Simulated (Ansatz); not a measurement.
# SiN2H5 (SMILES N[SiH]N): UCCSD(T)/def2-SVPD

Aim: the vertical electron affinity of SiN2H5 at UCCSD(T)/def2-SVPD, from 2 runs. 

The calculation is run with Ansatz 0.2.0.

50 further runs of the same task are left out: 50 set aside as unsound or not needed.

### 1 Starting point

SiN2H5 has 8 atoms, charge 0, and is taken as a doublet. As SMILES, `N[SiH]N`. Geometry: relaxed at PBE0-D4/def2-TZVP. This is one conformer, not always the lowest.

Bond lengths: N1–Si2 1.713 Å, Si2–N3 1.720 Å, N1–H4 1.008 Å, N1–H5 1.005 Å, Si2–H6 1.504 Å, N3–H7 1.008 Å, N3–H8 1.008 Å. Angles: N1–Si2–N3 106.1°, N1–Si2–H6 117.2°, N3–Si2–H6 103.6°, Si2–N1–H4 122.2°, Si2–N1–H5 121.8°, Si2–N3–H7 120.2°, Si2–N3–H8 119.6°, H4–N1–H5 112.8°, H7–N3–H8 111.5°.

### 2 A single-point energy at UCCSD(T)/def2-SVPD

Input file molecule.yaml:

```yaml
basis:
  gaussian: {orbitals: def2-SVPD}
crystal:
  periodic: [false, false, false]
  atoms:
    - {symbol: N, position_ang: [-1.027000, 0.622100, -0.768300]}
    - {symbol: Si, position_ang: [0.527700, 0.579900, -0.050700]}
    - {symbol: "N", position_ang: [0.789500, -1.052600, 0.425100]}
    - {symbol: H, position_ang: [-1.817900, 0.144500, -0.364600]}
    - {symbol: H, position_ang: [-1.296600, 1.349400, -1.406800]}
    - {symbol: H, position_ang: [0.716400, 1.354100, 1.225100]}
    - {symbol: H, position_ang: [0.730800, -1.794000, -0.255200]}
    - {symbol: H, position_ang: [1.468900, -1.260500, 1.139500]}
total_charge: 0
magnetization: {spin_polarized: true, initial_magnetization: 1}
correlation: {method: ccsd_t, frozen_orbitals: {H: 0, "N": 1, Si: 5}}
accuracy: high
scf: {omitted_lower_state_checks: [cluster_reference, increment]}
```

Run with:

```sh
$ ansatz run molecule.yaml --threads 1 --pin off --max-ram 3480MiB --events-out events.jsonl --progress --plain --runs-dir runs
```

Output:

```text
Warning: RAYON_NUM_THREADS=1 ignored (pool sized by the plan → 1); use --threads N
Functional definition: HF
  name "HF"
  exchange = exact_x
  correlation = 0
these checks for a lower state are left out or cut short: cluster_reference, increment
2133 factors; integrals over basis functions are off by at most 3.5e-9 eV
mean field evaluation 1: about -10897.1332 eV, gradient 2.7e1 eV
mean field evaluation 2: about -10897.1376 eV, gradient 2.7e1 eV
mean field evaluation 4: about -10900.6344 eV, gradient 2.4e0 eV
mean field evaluation 8: about -10900.7080 eV, gradient 5.7e-2 eV
mean field -10900.70833176 eV, -400.5936424266 hartree, gradient 2.0e-8 eV, S^2 0.754516; 0 other end points of the search recorded, 0 dependent functions left out
7 core orbitals not correlated: weight in the atoms' cores, before any rotation towards them, 1.000 or more for the frozen orbitals, at most 0.000 for the correlated occupied ones
reference -10900.70833176 eV, -400.5936424266 hartree; 10, 9 occupied and 87, 88 virtual orbitals, 2133 factors
second order -12.35186645 eV of doubles, -0.00000000 eV of singles
cycle   1  -12.84082440 eV  change   -4.9e-1 eV  update   8.0e-2
cycle   2  -13.16856810 eV  change   -3.3e-1 eV  update   2.5e-2
cycle   3  -13.24455573 eV  change   -7.6e-2 eV  update   1.4e-2
cycle   4  -13.24073767 eV  change    3.8e-3 eV  update   5.1e-3
cycle   5  -13.23999684 eV  change    7.4e-4 eV  update   2.6e-3
cycle   6  -13.24062889 eV  change   -6.3e-4 eV  update   9.9e-4
cycle   7  -13.24060911 eV  change    2.0e-5 eV  update   3.7e-4
cycle   8  -13.24067181 eV  change   -6.3e-5 eV  update   1.4e-4
cycle   9  -13.24069740 eV  change   -2.6e-5 eV  update   5.9e-5
cycle  10  -13.24067637 eV  change    2.1e-5 eV  update   2.8e-5
cycle  11  -13.24069132 eV  change   -1.5e-5 eV  update   1.4e-5
cycle  12  -13.24069247 eV  change   -1.2e-6 eV  update   5.5e-6
cycle  13  -13.24069514 eV  change   -2.7e-6 eV  update   2.6e-6
cycle  14  -13.24069584 eV  change   -7.1e-7 eV  update   1.1e-6
cycle  15  -13.24069571 eV  change    1.3e-7 eV  update   4.5e-7
cycle  16  -13.24069567 eV  change    4.2e-8 eV  update   2.1e-7
cycle  17  -13.24069570 eV  change   -2.9e-8 eV  update   8.5e-8
cycle  18  -13.24069574 eV  change   -3.9e-8 eV  update   4.8e-8
cycle  19  -13.24069574 eV  change   -6.2e-9 eV  update   2.9e-8
cycle  20  -13.24069567 eV  change    7.8e-8 eV  update   8.3e-8
cycle  21  -13.24069567 eV  change   -2.3e-9 eV  update   1.9e-8
cycle  22  -13.24069567 eV  change    3.9e-9 eV  update   6.0e-9
cycle  23  -13.24069566 eV  change   7.3e-10 eV  update   2.6e-9
cycle  24  -13.24069566 eV  change   1.9e-10 eV  update   1.1e-9
perturbative correction -0.41049466 eV, -0.0150854003 hartree
Total energy: -10914.35952208 eV, -401.0953144177 hartree
Checks for a lower state left out: cluster_reference, increment
```

Run time: 76 s. Hardware: 1 thread of Arm Neoverse V2, shared host; peak memory 1.6 GiB.

### 3 The singlet anion at the same level

Input file input.yaml:

```yaml
crystal:
  periodic: [false, false, false]
  atoms:
    - {symbol: "N", position_ang: [-1.027000, 0.622100, -0.768300]}
    - {symbol: Si, position_ang: [0.527700, 0.579900, -0.050700]}
    - {symbol: N, position_ang: [0.789500, -1.052600, 0.425100]}
    - {symbol: H, position_ang: [-1.817900, 0.144500, -0.364600]}
    - {symbol: H, position_ang: [-1.296600, 1.349400, -1.406800]}
    - {symbol: H, position_ang: [0.716400, 1.354100, 1.225100]}
    - {symbol: H, position_ang: [0.730800, -1.794000, -0.255200]}
    - {symbol: H, position_ang: [1.468900, -1.260500, 1.139500]}
basis:
  gaussian:
    orbitals: def2-SVPD
total_charge: -1
correlation:
  method: ccsd_t
  frozen_orbitals: {H: 0, "N": 1, Si: 5}
accuracy: high
scf:
  omitted_lower_state_checks: [cluster_reference, increment]
```

Run with:

```sh
$ ansatz run input.yaml --threads 1 --pin off --max-ram 3480MiB --events-out events.jsonl --progress --plain --runs-dir runs
```

Output:

```text
Warning: RAYON_NUM_THREADS=1 ignored (pool sized by the plan → 1); use --threads N
[... 4 set-up lines as earlier in the session ...]
these checks for a lower state are left out or cut short: cluster_reference, increment
2134 factors; integrals over basis functions are off by at most 3.6e-9 eV
mean field evaluation 1: about -10897.8393 eV, gradient 2.1e1 eV
mean field evaluation 2: about -10897.8440 eV, gradient 2.1e1 eV
mean field evaluation 4: about -10899.2704 eV, gradient 3.1e0 eV
mean field evaluation 8: about -10899.3078 eV, gradient 1.8e-3 eV
mean field -10899.30777569 eV, -400.5421729403 hartree, gradient 2.7e-8 eV, S^2 0.000000; 0 other end points of the search recorded, 0 dependent functions left out
7 core orbitals not correlated: weight in the atoms' cores, before any rotation towards them, 1.000 or more for the frozen orbitals, at most 0.000 for the correlated occupied ones
reference -10899.30777569 eV, -400.5421729403 hartree; 10, 10 occupied and 87, 87 virtual orbitals, 2134 factors
second order -13.27184046 eV of doubles, -0.00000000 eV of singles
cycle   1  -13.77096742 eV  change   -5.0e-1 eV  update   9.4e-2
cycle   2  -14.13683793 eV  change   -3.7e-1 eV  update   2.9e-2
cycle   3  -14.21920176 eV  change   -8.2e-2 eV  update   1.7e-2
cycle   4  -14.21473645 eV  change    4.5e-3 eV  update   6.4e-3
cycle   5  -14.21129678 eV  change    3.4e-3 eV  update   4.4e-3
cycle   6  -14.21222799 eV  change   -9.3e-4 eV  update   2.3e-3
cycle   7  -14.21187504 eV  change    3.5e-4 eV  update   1.0e-3
cycle   8  -14.21183217 eV  change    4.3e-5 eV  update   4.0e-4
cycle   9  -14.21197347 eV  change   -1.4e-4 eV  update   1.7e-4
cycle  10  -14.21194610 eV  change    2.7e-5 eV  update   8.0e-5
cycle  11  -14.21194298 eV  change    3.1e-6 eV  update   4.2e-5
cycle  12  -14.21196260 eV  change   -2.0e-5 eV  update   2.2e-5
cycle  13  -14.21196668 eV  change   -4.1e-6 eV  update   1.2e-5
cycle  14  -14.21197301 eV  change   -6.3e-6 eV  update   5.4e-6
cycle  15  -14.21197398 eV  change   -9.7e-7 eV  update   2.4e-6
cycle  16  -14.21197366 eV  change    3.2e-7 eV  update   1.1e-6
cycle  17  -14.21197344 eV  change    2.2e-7 eV  update   3.7e-7
cycle  18  -14.21197342 eV  change    1.8e-8 eV  update   1.8e-7
cycle  19  -14.21197341 eV  change    1.4e-8 eV  update   8.9e-8
cycle  20  -14.21197343 eV  change   -2.5e-8 eV  update   5.4e-8
cycle  21  -14.21197342 eV  change    1.5e-8 eV  update   3.7e-8
cycle  22  -14.21197328 eV  change    1.3e-7 eV  update   1.3e-7
cycle  23  -14.21197328 eV  change    3.8e-9 eV  update   3.5e-8
cycle  24  -14.21197327 eV  change    6.0e-9 eV  update   1.2e-8
cycle  25  -14.21197327 eV  change   9.2e-10 eV  update   5.2e-9
cycle  26  -14.21197327 eV  change  -5.7e-10 eV  update   2.1e-9
perturbative correction -0.47884562 eV, -0.0175972520 hartree
Total energy: -10913.99859458 eV, -401.0820505768 hartree
Checks for a lower state left out: cluster_reference, increment
```

It took 26 s on 1 thread of Arm Neoverse V2, shared host; peak memory 0.78 GiB.

### 4 Results

At UCCSD(T)/def2-SVPD, 7 core orbitals frozen:

| quantity | value |
| --- | --- |
| doublet SiN2H5: total energy | -401.09531 Eh |
| doublet SiN2H5: correlation energy (7 core orbitals frozen) | -501.7 mEh |
| doublet SiN2H5: (T) correction | -15.09 mEh |
| doublet SiN2H5: ⟨S²⟩ of the reference determinant | 0.755 |
| doublet SiN2H5: T1 diagnostic | 0.015 |
| singlet anion: total energy | -401.08205 Eh |
| singlet anion: correlation energy (7 core orbitals frozen) | -539.9 mEh |
| singlet anion: (T) correction | -17.60 mEh |
| singlet anion: T1 diagnostic | 0.017 |
| vertical electron affinity (to the singlet anion) | -0.361 eV |

The anion lies 0.36 eV (34.8 kJ/mol) above the neutral: the electron isn't bound at this level, and such a value depends on the basis. The triples (doublet SiN2H5) make up 3.0 % of the correlation energy. The triples (singlet anion) make up 3.3 % of the correlation energy.
